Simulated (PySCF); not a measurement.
# NSH: structure of the singlet

Where does singlet NSH go from a PBE0 minimum start, is the end point a minimum, and what are its modes, charges and moments?

The runs use PySCF 2.14.0; PBE0, basis N def2-TZVP, S def2-TZVP, H def2-TZVP, no relativity, density fitting.

## Step 1: The starting structure

3 atoms, charge 0, spin multiplicity 1.

Bond lengths: N1–S2 1.555 Å, N1–H3 1.028 Å. Angles: S2–N1–H3 109.6°.

Coordinates in bohr (charge 0 multiplicity 1):
```
N     1.6037    0.0000   -1.1708
S    -0.8029    0.0000    0.5143
H     3.1884    0.0000   -0.0462
```

## Step 2: Finding the electronic state

One driver script runs all steps and calls PySCF; scf.py shows how it sets up the SCF of each step. The optimiser is the driver's own. After this first run the driver tries any further starts and a stability analysis.

The input, scf.py:

```python
from pyscf import gto, scf, dft
mol = gto.M(atom='''
N      0.848617     0.000000    -0.619571
S     -0.424861     0.000000     0.272130
H      1.687240     0.000000    -0.024453''',
    basis={'N': 'def2-TZVP', 'S': 'def2-TZVP', 'H': 'def2-TZVP'},
    charge=0, spin=0)
mf = dft.RKS(mol, xc='PBE0')
mf.grids.atom_grid = (50, 194)
aux = {'N': 'def2-universal-JKFIT', 'S': 'def2-universal-JKFIT', 'H': 'def2-universal-JKFIT'}
mf = mf.density_fit(auxbasis=aux)
mf.conv_tol = 1e-08
mf.diis_space = 10
mf.max_cycle = 60
mf.init_guess = 'minao'
mf.verbose = 4
mf.kernel()
```

Run with:

```bash
> OMP_NUM_THREADS=2 python axn.py task.json out
```

The runs that follow: Relaxation: PBE0 minimum start, singlet; Frequencies; A spin-polarised start; Hessian and properties.

What does the calculation give? Wanted: minimum; geometry; wavenumbers; dipole moment; highest occupied, lowest empty level; polar-tensor charge of N1; zero-point energy; atomisation energy; ⟨S²⟩.

The runs gave:

| quantity | value |
| --- | --- |
| minimum | broken-symmetry (Ms = 0), Cs |
| geometry | N–H 1.024 Å, N–S 1.550 Å; H–N–S 113.9° |
| wavenumbers (cm⁻¹) | 1005, 1133, 3414 |
| dipole moment | 1.46 D |
| highest occupied, lowest empty level (either spin) | -6.66, -3.16 eV |
| polar-tensor charge of N1 | -0.31 e |
| zero-point energy | 33.2 kJ/mol |
| entropy at 298.15 K | 232.1 J/(mol K) |
| atomisation energy (no zero-point energy) | 753 kJ/mol |
| ⟨S²⟩ | 0.630 |

The molecule stays Cs, as typed, and the end point is a minimum. The determinant is spin-contaminated (⟨S²⟩ = 0.63 against 0.00), so it is no pure spin state. In the infrared the band at 1005 cm⁻¹ (bend) leads. Other starts or spin states, not run here, may lie lower. The SCF density has lower symmetry than the nuclear frame.
